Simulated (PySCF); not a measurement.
¹⁷O chemical shifts

All values are calculated (PySCF 2.14.0 with density-fitted response routines): GIAO PBE0/pcSseg-1 shieldings, GFN2-xTB structure. No solvent model, a single conformation, non-relativistic Hamiltonian, equivalent nuclei averaged.

Shieldings were converted by a linear fit to measured shifts: ¹⁷O (scatter 10.7 ppm rms, 12.2 ppm with the 3 outliers that the fit left out vs liquid water, solution or neat liquid). A few per cent of atoms miss by over 2 rms, more outside the fitted compound classes.

Give the ¹⁷O shifts of `C[SiH2]P1CCC(=O)CC1`, `CC(C)[C@H](C)C(=O)O`, `[SiH3]O[SiH](O[SiH3])O[SiH2]Cl`, `[SiH3]O[SiH](O[SiH3])O[SiH2]Cl`, `CN(C)C=O`, `CCC(N)=O`.

## Answers


```json
{"compound": "C[SiH2]P1CCC(=O)CC1", "environment": "ketone oxygen", "δ (ppm)": "583.0"}
{"compound": "[CH3:1][CH:2]([CH3:3])[C@H:4]([CH3:5])[C:6](=[O:7])[OH:8]", "environment": "O7: carbonyl oxygen", "δ (ppm)": "351.8"}
{"compound": "[CH3:1][CH:2]([CH3:3])[C@H:4]([CH3:5])[C:6](=[O:7])[OH:8]", "environment": "O8: acid hydroxyl oxygen", "δ (ppm)": "163.7"}
{"compound": "[SiH3:1][O:2][SiH:3]([O:4][SiH3:5])[O:6][SiH2:7][Cl:8]", "environment": "O6: oxygen bonded to 2 Si", "δ (ppm)": "53.7"}
{"compound": "[SiH3:1][O:2][SiH:3]([O:4][SiH3:5])[O:6][SiH2:7][Cl:8]", "environment": "O2/4: oxygen bonded to 2 Si (×2)", "δ (ppm)": "9.0"}
{"compound": "[SiH3:1][O:2][SiH:3]([O:4][SiH3:5])[O:6][SiH2:7][Cl:8]", "environment": "O6: oxygen bonded to 2 Si", "δ (ppm)": "53.7"}
{"compound": "[SiH3:1][O:2][SiH:3]([O:4][SiH3:5])[O:6][SiH2:7][Cl:8]", "environment": "O2/4: oxygen bonded to 2 Si (×2)", "δ (ppm)": "9.0"}
{"compound": "CN(C)C=O", "environment": "amide-type carbonyl oxygen", "δ (ppm)": "336.0"}
{"compound": "CCC(N)=O", "environment": "amide-type carbonyl oxygen", "δ (ppm)": "342.5"}
```

In solution the two oxygens of a carboxylic acid give one averaged line by proton exchange, and hydrogen bonding shields acid and N–H amide carbonyl oxygens by tens of ppm; neither is in these numbers.
